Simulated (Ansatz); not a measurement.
Start from `N[SiH3]` and change one atom or group to get `B[SiH2]N`.

Ansatz, PBE0-D4/def2-TZVP geometries, multiplicity 1. Each molecule was computed in one conformer, which needn't be the lowest.

| property | `N[SiH3]` |
| --- | --- |
| HOMO–LUMO gap (B3LYP/def2-TZVPP) / eV | 7.25 |
| HOMO–LUMO gap (ωB97M-V/def2-TZVPP) / eV | 11.63 |
| ideal-gas entropy at 298 K and 1 bar (rigid rotor, harmonic PBE0-D4/def2-TZVP) / J/(mol·K) | 264 |
| LUMO energy (PBE0/def2-TZVPP) / eV | 0.34 |
| size of the dipole moment (B3LYP/def2-TZVPP) / D | 1.33 |
| size of the dipole moment (PBE/def2-TZVPP) / D | 1.36 |

(1) What does the change do to each property? (Best estimate.)

Results:

(1) Ansatz gave: 
```
                                                                                  property  `B[SiH2]N`  shift
                                                     HOMO–LUMO gap (B3LYP/def2-TZVPP) / eV        4.58  -2.67
                                                   HOMO–LUMO gap (ωB97M-V/def2-TZVPP) / eV        9.29  -2.34
ideal-gas entropy at 298 K and 1 bar (rigid rotor, harmonic PBE0-D4/def2-TZVP) / J/(mol·K)         304     40
                                                        LUMO energy (PBE0/def2-TZVPP) / eV       -2.25  -2.59
                                          size of the dipole moment (B3LYP/def2-TZVPP) / D        1.19  -0.14
                                            size of the dipole moment (PBE/def2-TZVPP) / D        1.24  -0.12
```

With PBE0 the HOMO rises by 0.16 eV and the LUMO falls by 2.59 eV, so the gap narrows by about 2.75 eV. PBE moves the HOMO by 0.11 eV and ωB97M-V by 0.20 eV. The zero-point energy changes by 31.6 kJ/mol with +6 modes. Dipoles are sizes alone; their direction can turn.

B3LYP here is the variant with VWN-RPA as its local correlation; programs differ in this.
